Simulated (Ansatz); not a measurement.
Results of r²SCAN (Ansatz, a first-principles code, plane waves, PAW) for bcc Cs.

Numerical settings: plane-wave cutoff 500 eV, 18×18×18 k mesh, Fermi–Dirac smearing 0.1 eV, scalar-relativistic PAW data made under PBE.

Computed at the level's own relaxed cell.

**Question.** What does this level give for the equilibrium volume per atom and lattice constant a?

**Answer.** 
equilibrium volume per atom: 123.17 Å³/atom
lattice constant a: 6.269 Å

Measured, for comparison: equilibrium volume per atom 110.12 Å³/atom, lattice constant a 6.039 Å (low-temperature or extrapolated to 0 K; zero-point anharmonic expansion removed; as tabulated in Csonka et al. (2009), arXiv:0903.4037). Computed (rounded) less measured: equilibrium volume per atom +11.9 %, lattice constant a +3.8 %.

Spin–orbit coupling is not included.

It cost very roughly 110 core-seconds of CPU time.
